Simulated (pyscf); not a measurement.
Structures and frequencies: ωB97X-D3(BJ)/def2-SVP in PySCF.

**Question.** PBE/def2-TZVP puts the barrier of `[GeH3][O][GeH3]` + `[OH2]` -> `[OH][GeH2][O][GeH3]` + `[H][H]` (four-centre exchange; singlet surface; Ge–H, H–O broken, Ge–O, H–H formed) at 150.5 kJ/mol and the reaction energy at -24.9 kJ/mol, from the separated reactants. What do B3LYP-D3(BJ)/def2-TZVP, M06-2X/def2-TZVP, ωB97M-D3(BJ)/def2-TZVP give on the same structures?

**Answer.** B3LYP-D3(BJ): ΔE‡ = 172.9 kJ/mol, ΔE = -29.4 kJ/mol; M06-2X: ΔE‡ = 166.6 kJ/mol, ΔE = -48.9 kJ/mol; ωB97M-D3(BJ): ΔE‡ = 176.9 kJ/mol, ΔE = -26.8 kJ/mol. PBE's barrier lies under all of them, by 16.1 to 26.4 kJ/mol. Its reaction energy lies over all of them, by 1.8 to 24.0 kJ/mol. Low barriers are usual for a GGA, whose delocalisation error favours stretched bonds. This is the saddle that the search found; another between the same sides may lie lower. Elements up to Kr have no core potential and no relativistic terms here.
